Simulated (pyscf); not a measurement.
Thermochemistry of product channels of H₃Si–O–GeH₃ (SMILES [SiH3][O][GeH3]) + HF (SMILES F) on the singlet surface, in kcal/mol, from CCSD(T)/def2-TZVPP + ΔMP2(QZVPP) energies (ideal gas, 1 atm, RRHO with modes under 100 cm⁻¹ raised to 100, one conformer, R ln 2 for chiral ones without a mode under 150 cm⁻¹). Structures and frequencies: ωB97X-D3(BJ)/def2-SVP in PySCF. Correlated levels are frozen-core, on RHF or UHF. ΔMP2 is the change of the MP2 total energy from the triple- to the quadruple-zeta basis.

| products | ΔE | ΔH(298 K) | ΔG(298 K) | ΔG(600 K) |
|---|---|---|---|---|
| F–SiH₃ (SMILES F[SiH3]) + HO–GeH₃ (SMILES [OH][GeH3]) | -5.6 | -5.3 | -5.8 | -6.0 |
| HO–SiH₃ (SMILES O[SiH3]) + F–GeH₃ (SMILES [F][GeH3]) | -3.1 | -2.9 | -3.4 | -3.6 |

These are energies of the channels, which say nothing of barriers. The CCSD(T) − MP2 part came from Ansatz, without density fitting, on the same reference. The frozen core leaves the outer d or s,p core shells of the metals and heavy elements correlated in the MP2 and CC values, and def2-TZVPP describes them poorly, which can shift differences by a few kcal/mol. Elements up to Kr have no core potential and no relativistic terms here.
